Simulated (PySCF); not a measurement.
**[C3H5S]-: core ionisation energies**

Species: C3H5S (charge -1).
Z-matrix (Å and degrees, PBE0-D3(BJ)/def2-SVP geometry), rows numbered from 1:
```
S 
C   1  1.7806
C   2  1.5134  1  121.57
C   3  1.5059  2   60.18  1  -110.68
H   2  1.1046  1  116.71  3   144.26
H   3  1.0992  2  120.24  4  -107.07
H   3  1.0948  2  114.70  4   109.05
H   4  1.0993  2  120.21  3   107.05
H   4  1.0947  2  114.73  3  -109.04
```

The calculation used delta-SCF UKS SCAN, pcX-2 on the ionised atom, pcseg-1 elsewhere, spin-free X2C (PySCF 2.14.0). Binding energies are ΔSCF values: E(core-ionised, relaxed orbitals) − E(ground state) at a fixed geometry, referred to the vacuum level.

Question: What binding energy does each computed site have?

Answer: 
```
atom(s)     bonded to  level  binding energy (eV)  above the level's lowest (eV)  count
     S1             C   S 1s              2468.74                           0.00      1
     C2  S, 2 C and H   C 1s               285.71                          +0.05      1
  C3/C4   2 C and 2 H   C 1s               285.66                           0.00      2
```

The 2 C 1s values lie within 0.05 eV of each other; Gaussian lines of 0.5 eV full width would blend them into one maximum.

Question: What is the longest wavelength that can ionise C 1s of C3/C4 vertically?

Answer: λ = hc/E = 12398.42 eV Å / 285.66 eV = 43.403 Å.

Question: Which photon energy gives electrons from C 1s of C3/C4 a kinetic energy of 50 eV, and what is their de Broglie wavelength?

Answer: hν = 285.66 + 50 = 335.66 eV, recoil neglected; λ = 12.264 Å/√(E/eV) = 1.73 Å.

Atoms equivalent by their bonding share one computed value, that of the first of them. Not every level is listed. The species carries charge -1, so core ionisation leaves a neutral species. The basis sets have no added diffuse functions. Isolated species at its PBE0-D3(BJ)/def2-SVP geometry, gas phase. The geometry's basis has no diffuse functions, a weakness for an anion.
